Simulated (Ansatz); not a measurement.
C2H6S, SMILES `CCS` (C–C–S–H torsion 62°) (charge 0, multiplicity 1).

Z-matrix (Å, degrees):
```
C
H 1 1.0898
H 1 1.0910 2 107.15
C 1 1.5205 2 111.40 3 -121.41
H 4 1.0902 1 110.98 2 179.22
H 4 1.0915 5 107.92 1 -121.82
H 4 1.0933 5 108.54 6 -116.66
S 1 1.8296 2 108.84 3 111.89
H 8 1.3438 1 96.76 2 62.99
```
Charge 0, multiplicity 1.

Frozen-core energies in 6-31g from Ansatz (a first-principles code) at a geometry from B3LYP-D3(BJ)/def2-TZVP; the HF reference has <S^2> = 0.00 and the T1 diagnostic is 0.007.

| level | energy (Ha) |
|---|---|
| HF | -476.66631 |
| MP2 | -476.90614 |
| CCSD | -476.94456 |

Estimate the energies of CCSD(T), CCSDT and CCSDT(Q), and give each level's difference from CCSDT(Q).


```
level     energy (Ha)  difference from CCSDT(Q) (mHa)
--------  -----------  ------------------------------
MP2        -476.90614                           44.86
CCSD       -476.94456                            6.44
CCSD(T)    -476.95014                            0.86
CCSDT      -476.95068                            0.32
CCSDT(Q)   -476.95100                            0.00
```
